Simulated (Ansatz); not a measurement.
A calculation on hcp Sc returned lattice constant a 3.358 Å, lattice parameter c 5.244 Å.

For reference: lattice constant a 3.309 Å (measured, 293 K, not corrected to a static lattice; as tabulated in Wikipedia's data pages); lattice parameter c 5.268 Å (measured, 293 K, not corrected to a static lattice; as tabulated in Wikipedia's data pages).

Question: Which level of theory produced these numbers?
(A) r²SCAN-D4 (Ansatz, a program for electronic structure)
(B) PBE-D4 (Ansatz)
(C) RPBE (Ansatz)
(D) B3LYP (VWN-RPA form) (Ansatz)

Answer: C, RPBE (Ansatz)

The others give: PBE-D4 3.287 Å, 5.107 Å; r²SCAN-D4 3.318 Å, 5.194 Å; B3LYP (VWN-RPA form) 3.347 Å, 5.158 Å.

Unless a cell is named, each level is at its own relaxed cell (B3LYP (VWN-RPA form) 25.02, PBE-D4 23.89, r²SCAN-D4 24.76, RPBE 25.61 Å³/atom).

The crystal itself was run without spin with PBE-D4, r²SCAN-D4, B3LYP (VWN-RPA form), RPBE; a magnetic state was not tried in these runs.

Ansatz's density-functional and Hartree–Fock values are scalar-relativistic unless marked +SOC, with PAW data made under PBE.
